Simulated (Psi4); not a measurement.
# M06-L/def2-SVPD run of SiH4S2 (SMILES S[SiH2]S)

Aim: the vertical ionisation energy of SiH4S2 at M06-L/def2-SVPD, from 2 runs. 

The calculation is run with Psi4 1.11.

3 further runs of the same task are left out: 1 that didn't finish, 2 set aside as unsound or not needed.

## 1. The system as given

SiH4S2 has 7 atoms, charge 0, and is taken as a singlet. As SMILES, `S[SiH2]S`. The shape is that of a PBE0-D4/def2-TZVP optimisation. This is one conformer, not always the lowest.

Bond lengths: S1–Si2 2.137 Å, Si2–S3 2.126 Å, S1–H4 1.345 Å, Si2–H5 1.484 Å, Si2–H6 1.482 Å, S3–H7 1.344 Å. Angles: S1–Si2–S3 108.8°, S1–Si2–H5 108.3°, S1–Si2–H6 113.2°, S3–Si2–H5 113.0°, S3–Si2–H6 104.0°, Si2–S1–H4 93.8°, Si2–S3–H7 94.4°, H5–Si2–H6 109.7°.

## 2. Energy and gradient at M06-L/def2-SVPD

run.py reads:

```python
import psi4

psi4.set_memory(1600000000)
psi4.set_num_threads(1)
psi4.core.set_output_file('run.log', False)

mol = psi4.geometry("""
S     -1.440900    -0.940100    -0.544900
Si     0.000300     0.422900     0.249000
S      1.560800    -0.688700     1.171400
H     -1.898600    -0.065600    -1.458200
H      0.481300     1.287400    -0.857000
H     -0.535500     1.264600     1.345400
H      1.893800    -1.348500     0.048400
units angstrom
symmetry c1
no_reorient
no_com
""")

psi4.set_options({
    'basis': 'def2-SVPD',
    'reference': 'rks',
    'puream': True,
    'e_convergence': 1e-09,
    'd_convergence': 1e-08,
    'scf_type': 'pk',
    'dft_radial_points': 99,
    'dft_spherical_points': 590,
})

result, w = psi4.gradient("m06-l", return_wfn=True)
print('gradient / Eh bohr^-1')
print(result.np.round(6))
print(f'energy = {w.energy():.10f} Eh')
```

Started as:

```console
$ python run.py
```

run.log, shortened:

```text
[...]
  Running in c1 symmetry.
[...]
  Nuclear repulsion =  195.375236159389686
[...]
  Multiplicity = 1
[...]
  Nalpha       = 25
  Nbeta        = 25
[...]
    Number of basis functions: 110
[...]
   @RKS iter   1: -1087.91956078591784   -1.11549e-01   3.58441e-03 ADIIS/DIIS
[...]
   @RKS iter  12: -1088.01048499081321   -6.82121e-12   4.90214e-09 DIIS
[...]
    Orbital Energies [Eh]
    ---------------------
    Doubly Occupied:
       1A    -88.513016     2A    -88.511330     3A    -65.860943
       4A     -7.906744     5A     -7.904945     6A     -5.820405
       7A     -5.818742     8A     -5.817110     9A     -5.815285
      10A     -5.811017    11A     -5.809161    12A     -5.293435
      13A     -3.606092    14A     -3.604140    15A     -3.602056
      16A     -0.719901    17A     -0.694809    18A     -0.498183
      19A     -0.402405    20A     -0.397556    21A     -0.340450
      22A     -0.316122    23A     -0.315059    24A     -0.252219
      25A     -0.241284
[...]
  @RKS Final Energy: -1088.01048499081321
   => Energetics <=
    Nuclear Repulsion Energy =            195.3752361593896865
    One-Electron Energy =               -1892.4898476077903524
    Two-Electron Energy =                 682.9284479314965211
    DFT Exchange-Correlation Energy =     -73.8243214739090945
    Empirical Dispersion Energy =           0.0000000000000000
    VV10 Nonlocal Energy =                  0.0000000000000000
    Total Energy =                      -1088.0104849908132110
[...]
 Multipole Moments:
 ------------------------------------------------------------------------------------
     Multipole            Electronic (a.u.)      Nuclear  (a.u.)        Total (a.u.)
 ------------------------------------------------------------------------------------
 L = 1.  Multiply by 2.5417464519 to convert [e a0] to [Debye]
 Dipole X            :         -3.5434766            3.5216936           -0.0217830
 Dipole Y            :         36.2667497          -35.9091428            0.3576069
 Dipole Z            :        -24.2826518           23.7890063           -0.4936455
 Magnitude           :                                                    0.6099534
[...]
  -Total Gradient:
     Atom            X                  Y                   Z
    ------   -----------------  -----------------  -----------------
       1        0.002647046813     0.003833306265     0.000729794999
       2        0.000226977227    -0.005321172108    -0.000604903626
       3       -0.003073401619     0.001617212963    -0.003223829203
       4        0.000997184904    -0.000800177143     0.001510682619
       5       -0.000345131555    -0.000238028995     0.000887937192
       6        0.000380363456    -0.000159563773    -0.000623562200
       7       -0.000725576775     0.001134992261     0.001359184331
[...]
```

On the terminal:

```text
gradient / Eh bohr^-1
[[ 0.002647  0.003833  0.00073 ]
 [ 0.000227 -0.005321 -0.000605]
 [-0.003073  0.001617 -0.003224]
 [ 0.000997 -0.0008    0.001511]
 [-0.000345 -0.000238  0.000888]
 [ 0.00038  -0.00016  -0.000624]
 [-0.000726  0.001135  0.001359]]
energy = -1088.0104849908 Eh
```

It took 49 s on 1 thread of Intel Xeon Platinum 8488C (Sapphire Rapids), shared host; peak memory 0.54 GiB.

## 3. The doublet cation at the same level

job.json reads:

```json
{
  "schema_name": "qcschema_input",
  "schema_version": 1,
  "molecule": {
    "schema_name": "qcschema_molecule",
    "schema_version": 2,
    "symbols": ["S", "Si", "S", "H", "H", "H", "H"],
    "geometry": [-2.72290637, -1.77653153, -1.02971177, 0.00056692, 0.79916518, 0.47054181, 2.94948454, -1.30145438, 2.21362518, -3.58783402, -0.12396603, -2.75559863, 0.90952518, 2.43283341, -1.61949529, -1.01194834, 2.38974766, 2.54243753, 3.57876333, -2.54829568, 0.09146274],
    "molecular_charge": 1,
    "molecular_multiplicity": 2,
    "fix_symmetry": "c1",
    "fix_com": true,
    "fix_orientation": true
  },
  "driver": "gradient",
  "model": {
    "method": "m06-l",
    "basis": "def2-SVPD"
  },
  "keywords": {
    "reference": "uks",
    "puream": true,
    "e_convergence": 1e-09,
    "d_convergence": 1e-08,
    "scf_type": "pk",
    "dft_radial_points": 99,
    "dft_spherical_points": 590,
    "maxiter": 200,
    "scf_properties": ["QUADRUPOLE", "WIBERG_LOWDIN_INDICES", "DIPOLE"]
  }
}
```

Started as:

```console
$ psi4 --qcschema job.json -n 1 --memory 1600MB
```

stdout, shortened:

```text
[...]
  Running in c1 symmetry.
[...]
  Nuclear repulsion =  195.375236198068677
[...]
  Multiplicity = 2
[...]
  Nalpha       = 25
  Nbeta        = 24
[...]
    Number of basis functions: 110
[...]
   @UKS iter   1: -1087.63004036993448    1.77972e-01   2.27802e-03 DIIS/ADIIS
[...]
   @UKS iter  16: -1087.66368004051310   -2.56932e-11   3.89057e-09 DIIS
[...]
   @S^2 Observed:                7.537907415E-01
[...]
    Orbital Energies [Eh]
    ---------------------
    Alpha Occupied:
       1A    -88.768367     2A    -88.761254     3A    -66.071756
       4A     -8.159016     5A     -8.152207     6A     -6.072133
       7A     -6.069987     8A     -6.066722     9A     -6.064387
      10A     -6.063115    11A     -6.060511    12A     -5.506509
      13A     -3.819267    14A     -3.817173    15A     -3.814552
      16A     -0.958772    17A     -0.934472    18A     -0.714805
      19A     -0.628314    20A     -0.617456    21A     -0.553261
      22A     -0.543199    23A     -0.537207    24A     -0.491369
      25A     -0.482072
    Alpha Virtual:
[...]
  @UKS Final Energy: -1087.66368004051310
   => Energetics <=
    Nuclear Repulsion Energy =            195.3752361980686771
    One-Electron Energy =               -1880.9172973008264762
    Two-Electron Energy =                 671.3829335721442249
    DFT Exchange-Correlation Energy =     -73.5045525098996677
    Empirical Dispersion Energy =           0.0000000000000000
    VV10 Nonlocal Energy =                  0.0000000000000000
    Total Energy =                      -1087.6636800405130998
[...]
  -Total Gradient:
     Atom            X                  Y                   Z
    ------   -----------------  -----------------  -----------------
       1        0.005857546264     0.011359613419    -0.002532940544
       2        0.001559927517    -0.021729860563    -0.008308732093
       3       -0.006445396641     0.004199932181    -0.003808819538
       4        0.001174444735    -0.003316252850     0.006608670013
       5       -0.002584780856     0.002651417845     0.003126728355
       6        0.003606766059     0.002495848961     0.000403013612
       7       -0.003035235174     0.004402598753     0.004485724375
[...]
```

The result, in JSON:

```text
{
 "driver": "gradient",
 "model": {
  "method": "m06-l",
  "basis": "def2-SVPD"
 },
 "success": true,
 "return_result": [0.005857546263583377, 0.011359613419073267, -0.0025329405440294855, 0.0015599275165063668, -0.021729860562587203, -0.008308732093289788, -0.006445396641414983, 0.00419993218079668, -0.003808819538417718, 0.0011744447351700882, -0.003316252850393636, 0.006608670013275253, -0.0025847808564164326, 0.002651417845339815, 0.003126728355466943, 0.0036067660591052875, 0.0024958489606578815, 0.000403013612327488, -0.00303523517432297, 0.004402598752598796, 0.004485724375292988],
 "properties": {
  "calcinfo_nbasis": 110,
  "calcinfo_nmo": 110,
  "calcinfo_nalpha": 25,
  "calcinfo_nbeta": 24,
  "calcinfo_natom": 7,
  "nuclear_repulsion_energy": 195.37523619806868,
  "return_energy": -1087.663680040513,
  "return_gradient": [0.005857546263583377, 0.011359613419073267, -0.0025329405440294855, 0.0015599275165063668, -0.021729860562587203, -0.008308732093289788, -0.006445396641414983, 0.00419993218079668, -0.003808819538417718, 0.0011744447351700882, -0.003316252850393636, 0.006608670013275253, -0.0025847808564164326, 0.002651417845339815, 0.003126728355466943, 0.0036067660591052875, 0.0024958489606578815, 0.000403013612327488, -0.00303523517432297, 0.004402598752598796, 0.004485724375292988],
  "scf_one_electron_energy": -1880.9172973008265,
  "scf_two_electron_energy": 671.3829335721442,
  "scf_xc_energy": -73.50455250989967,
  "scf_dipole_moment": [-0.031656359544315116, -0.37095884914577226, -0.1394161314912843],
  "scf_total_energy": -1087.663680040513,
  "scf_total_gradient": [0.005857546263583377, 0.011359613419073267, -0.0025329405440294855, 0.0015599275165063668, -0.021729860562587203, -0.008308732093289788, -0.006445396641414983, 0.00419993218079668, -0.003808819538417718, 0.0011744447351700882, -0.003316252850393636, 0.006608670013275253, -0.0025847808564164326, 0.002651417845339815, 0.003126728355466943, 0.0036067660591052875, 0.0024958489606578815, 0.000403013612327488, -0.00303523517432297, 0.004402598752598796, 0.004485724375292988],
  "scf_iterations": 16
 }
}
```

It took 83 s on 1 thread of Intel Xeon Platinum 8488C (Sapphire Rapids), shared host; peak memory 0.54 GiB.

## 4. Results

Level: M06-L/def2-SVPD.

| quantity | value |
| --- | --- |
| singlet SiH4S2: total energy | -1088.01048 Eh |
| singlet SiH4S2: dipole moment | 1.55 D |
| singlet SiH4S2: HOMO energy | -6.57 eV |
| singlet SiH4S2: LUMO energy | -0.53 eV |
| singlet SiH4S2: HOMO–LUMO gap | 6.04 eV |
| singlet SiH4S2: largest force on an atom | 0.276 eV/Å |
| doublet cation: total energy | -1087.66368 Eh |
| doublet cation: HOMO energy (highest over α and β) | -12.62 eV |
| doublet cation: LUMO energy (lowest over α and β) | -12.25 eV |
| doublet cation: ⟨S²⟩ | 0.754 |
| doublet cation: largest force on an atom | 1.199 eV/Å |
| vertical ionisation energy (to the doublet cation) | 9.437 eV |

In words: Removing an electron at fixed nuclei costs 9.44 eV (911 kJ/mol). The largest force (singlet SiH4S2) is 0.28 eV/Å: the shape isn't a stationary point for this species at this level. −ε(HOMO) before ionisation, 6.57 eV, is 2.87 eV below this ionisation energy.
